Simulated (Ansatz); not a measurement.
# CH₅Al+ (doublet): the correlation ladder, cc-pVTZ

The task here is to estimate one member of a computed series from the others.

The runs use Ansatz 0.2.0, Gaussian basis; cc-pVTZ, core rule «outside noble gas», up to 6 orbitals frozen.

The runs, in order: UHF; CCSD(T) on ROHF; CCSD(T) on UHF; BCCD(T) on ROHF; CCSDT(Q) on ROHF; CCSDT(Q) on UHF.

6 further runs of the same task are left out: 6 set aside as unsound or not needed.

## The system

The geometry is a PBE0/def2-TZVP stationary point (not a proven minimum) of the parent state, kept for this charge and spin.

7 atoms, charge 1, spin multiplicity 2.

Atoms are counted from 1 here; the program's logs count them from 0.

Bond lengths: Al1–C2 2.244 Å, Al1–H3 1.654 Å, Al1–H4 1.602 Å, C2–H5 1.093 Å, C2–H6 1.083 Å, C2–H7 1.083 Å. Angles: C2–Al1–H3 69.3°, C2–Al1–H4 106.1°, H3–Al1–H4 115.8°, Al1–C2–H5 87.2°, Al1–C2–H6 108.7°, Al1–C2–H7 110.0°, H5–C2–H6 115.7°, H5–C2–H7 115.2°, H6–C2–H7 116.0°.

The first run:

The input, in.yaml:

```yaml
crystal:
  periodic: [false, false, false]
  atoms:
    - {symbol: Al, position_ang: [-0.075561, 0.043982, 0.780641]}
    - {symbol: C, position_ang: [0.033843, -0.074052, -1.457524]}
    - {symbol: H, position_ang: [0.785360, 1.318208, 0.170521]}
    - {symbol: H, position_ang: [0.792780, -1.184102, 1.332093]}
    - {symbol: H, position_ang: [-0.461553, -1.044708, -1.377941]}
    - {symbol: H, position_ang: [-0.564953, 0.725006, -1.876418]}
    - {symbol: H, position_ang: [1.067775, -0.109341, -1.777245]}
basis:
  gaussian: {orbitals: cc-pVTZ}
total_charge: 1
magnetization: {spin_polarized: true, initial_magnetization: 1}
hamiltonian: {xc: hf}
output: {orbitals: {seedname: orbitals}}
```

On the command line:

```bash
$ ansatz run in.yaml --threads 1 --pin off --events-out ev --progress --plain --max-ram 4096MiB --backend cpu
```

Steps of the session up to this table: UHF; CCSD(T) on ROHF; CCSD(T) on UHF; BCCD(T) on ROHF; CCSDT(Q) on ROHF; CCSDT(Q) on UHF.

One table of the session follows, with a row left open; its other results are not shown here.

It belongs to the step «Misses and costs». 

```
   method  from UCCSDT(Q) (kJ/mol)
     ROHF                   +756.5
      UHF                   +741.1
     RMP2                        ?
     UMP2                   +126.6
    RCCSD                    +25.6
    UCCSD                    +25.1
 RCCSD(T)                     +3.9
 UCCSD(T)                     +3.9
  BCCD(T)                     +3.7
   RCCSDT                     +0.9
   UCCSDT                     +0.8
RCCSDT(Q)                     +0.2
UCCSDT(Q)                        0
```

Q: Estimate the row for RMP2 from the others.

The run gave: from UCCSDT(Q) (kJ/mol): +126.1. In the column «from UCCSDT(Q) (kJ/mol)» it lies between RCCSD (+25.6) and UMP2 (+126.6).

Limits of these values: Restricted and unrestricted rows rest on different reference determinants; where their highest levels disagree by more than a few hundredths of an eV, they describe different states and don't form one ladder.
